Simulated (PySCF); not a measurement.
# From orbital energies to excitation energies

Species: octatetraene, C8H10.
Numbering: `[CH2:1]=[CH:2]/[CH:3]=[CH:4]/[CH:5]=[CH:6]/[CH:7]=[CH2:8]` (hydrogens: H9, H10 on C1; H11 on C2; H12 on C3; H13 on C4; H14 on C5; H15 on C6; H16 on C7; H17, H18 on C8)

Theory: PySCF, TDDFT wB97X-D/def2-SVPD, vertical, gas phase, core orbitals frozen in the response. Geometry: GFN2-xTB, one conformer, isolated molecule. Torsions of this conformer, `[CH2:1]=[CH:2]/[CH:3]=[CH:4]/[CH:5]=[CH:6]/[CH:7]=[CH2:8]`: C1–C2–C3–C4 180°, C3–C4–C5–C6 180°, C5–C6–C7–C8 180°.

Orbital energies (eV): HOMO-3 -11.77, HOMO-2 -11.19, HOMO-1 -9.61, HOMO -7.50, LUMO -0.18, LUMO+1 2.12, LUMO+2 2.59.

**Question.** Among the lowest singlets, which states do these configurations lead, and at what energies: HOMO→LUMO+2, HOMO-1→LUMO, HOMO→LUMO+1, HOMO→LUMO?

**Answer.** 

| state | leading configuration | weight | Δε (eV) | E (eV) | E − Δε (eV) | f | other configurations |
| --- | --- | --- | --- | --- | --- | --- | --- |
| S1 | HOMO→LUMO | 0.98 | 7.32 | 4.31 | -3.01 | 1.565 | – |
| S2 | HOMO-1→LUMO | 0.66 | 9.43 | 6.02 | -3.41 | 0.0000 | H→L+1 (27%) |
| S3 | HOMO→LUMO+2 | 0.94 | 10.09 | 6.32 | -3.77 | 0.0000 | – |
| S4 | HOMO→LUMO+1 | 0.67 | 9.62 | 6.35 | -3.27 | 0.0000 | H-1→L (29%) |

E − Δε runs from -3.77 to -3.01 eV. By orbital difference alone the order would be S1, S2, S4, S3. Δε is the difference of the two orbital energies.

H and L stand for HOMO and LUMO. The other states: S5 6.48 eV, f 0.0000, H→L+3 (78%), H→L+5 (10%); S6 6.83 eV, f 0.021, H→L+4 (78%), H-1→L+3 (12%); S7 6.90 eV, f 0.0000, H→L+8 (90%); S8 6.99 eV, f 0.0005, H→L+7 (64%), H-2→L (27%).

**Question.** Pair triplets and singlets of the same leading configuration (75% or more in both) and give the splittings.

**Answer.** 

```tsv
configuration	triplet	E(T) (eV)	singlet	E(S) (eV)	E(S) − E(T) (eV)
HOMO→LUMO	T1	2.21	S1	4.31	+2.09
```

The 3 triplets are Tamm–Dancoff values, the singlets full response.

Summed over the main configurations (up to three a state, each over 8%) of all 8 singlets, the electron leaves HOMO with weight 6.06, HOMO-1 with weight 1.07 and HOMO-2 with weight 0.27.
